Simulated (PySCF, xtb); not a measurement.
C2F4, SMILES FC(F)=C(F)F.

Coordinates come from a B3LYP-D3(BJ)/def2-SVP optimisation.

Level of theory: IEF-PCM-PBE0/def2-SVP in PySCF 2.14.0.

The values are the electrostatic part of the solvation free energy, E(continuum) − E(gas) at the gas-phase geometry, in a cavity of scaled van der Waals radii (PySCF's table); cavitation and dispersion terms are not included. In vacuum the orbital gap is 8.20 eV. The dipole moment in vacuum is 0.00 D.

```
solvent      ε  ΔG(elec) (kcal/mol)  dipole (D)  gap (eV)
-------  -----  -------------------  ----------  --------
water    78.36                 -0.9        0.00      8.21
toluene   2.37                 -0.4        0.00      8.21
benzene   2.27                 -0.4        0.00      8.21
```

For comparison, GFN2-xTB/ALPB(water) (xtb, at the GFN2-xTB geometry, all terms of that model) gives 1.5 kcal/mol.
